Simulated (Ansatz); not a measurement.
ClHMg, SMILES [MgH][Cl], a ladder of methods at one geometry

With Ansatz's Python interface.

The cells in order, each with its output:

```python
import ansatz

config = {
    "basis_set": "def2-SVP",
}
```

```python
GEOMETRY = """
Mg   -0.13490   -0.02670   -0.08510
Cl    1.89410   -0.27390    1.00970
H    -1.77020    0.23580   -0.93780
"""
```

```python
system = ansatz.Crystal.molecule()
for line in GEOMETRY.strip().splitlines():
    symbol, *xyz = line.split()
    system = system.atom(symbol, [float(v) for v in xyz])
```

```python
model = (
    system.calculation()
    .basis(gaussian=config["basis_set"])
    .scf(lower_state_search="standard")
)

methods = ["mp2", "ccsd", "ccsd_t", "bccd_t"]
reports = [model.correlation(m).run().report for m in methods]
print(f"Hartree-Fock reference {reports[0]['reference_energy_ev'] / 27.211386246:.6f} Ha")
best = reports[-1]["free_energy_ev"] - reports[-1]["reference_energy_ev"]
for method, each in zip(methods, reports):
    gained = each["free_energy_ev"] - each["reference_energy_ev"]
    print(f"{method:8s} total {each['free_energy_ev'] / 27.211386246:.6f} Ha  correlation {gained:9.4f} eV  ({100 * gained / best:.1f} % of the last)")
```

    Hartree-Fock reference -659.532627 Ha
    mp2      total -659.705213 Ha  correlation   -4.6963 eV  (87.8 % of the last)
    ccsd     total -659.725976 Ha  correlation   -5.2613 eV  (98.3 % of the last)
    ccsd_t   total -659.729231 Ha  correlation   -5.3499 eV  (100.0 % of the last)
    bccd_t   total -659.729253 Ha  correlation   -5.3505 eV  (100.0 % of the last)

These settings explore the input space; basis and method may be short of convergence. The geometry is a force-field or estimated start, not a minimum of this method, and the basis set is short of its limit. A lower total doesn't mark the better method: functionals have no common bound, and MP2 and coupled cluster aren't variational. Inner cores stay frozen; the shell under the valence of alkali and alkaline-earth atoms is correlated with it. Wall time of the script: 1.7 s on 1 thread of Arm Neoverse V1, with other jobs on the host, peak memory 0.15 GiB.

(Lines on the test bed's own set-up are left out of the output.)
